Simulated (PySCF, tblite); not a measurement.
Isomers of [C4H13P2]+ (charge +1), one GFN2-xTB conformer each. Single-point energies are computed at PBE0/pcSseg-1 (PySCF, gas phase, no added dispersion term), electronic only.

Question: Rank them by PBE0/pcSseg-1 energy, lowest first (kcal/mol).
A. `[CH3:1][CH2:2][P@@H+:3]([CH3:4])[CH2:5][PH2:6]` (charge +1) with C1–C2–P3–C4 -174°, C2–P3–C5–P6 -52°, P3–C5–P6–H 174° and -93°
B. `[CH3:1][CH:2]([CH3:3])[P@H+:4]([CH3:5])[PH2:6]` (charge +1) with C1–C2–P4–C5 -55°, C2–P4–P6–H 66° and 159°

Answer: B (0.0), A (1.2).

Neighbours under 5.0 kcal/mol apart (CC(C)[P@H+](C)P and CC[P@@H+](C)CP) can change places with a better method, another conformer or zero-point energy. GFN2-xTB itself gives, in the same order: 0.0, 10.2. Both levels put the same isomer lowest.

Which frontier levels and rotational constants go with these structures?

| SMILES | HOMO (eV, PBE0/pcSseg-1) | LUMO (eV) | A, B, C (MHz) |
| --- | --- | --- | --- |
| CC(C)[P@H+](C)P | -12.87 | -4.95 | 2819, 1655, 1121 |
| CC[P@@H+](C)CP | -11.82 | -4.13 | 2320, 1770, 1234 |

What happens when harmonic zero-point energies from GFN2-xTB frequencies are added?

```tsv
SMILES	ZPE (kcal/mol)	electronic (kcal/mol)	with ZPE (kcal/mol)
CC(C)[P@H+](C)P	97.8	0.0	0.0
CC[P@@H+](C)CP	97.3	1.2	0.7
```

The zero-point energies span 0.5 kcal/mol. The order is unchanged.
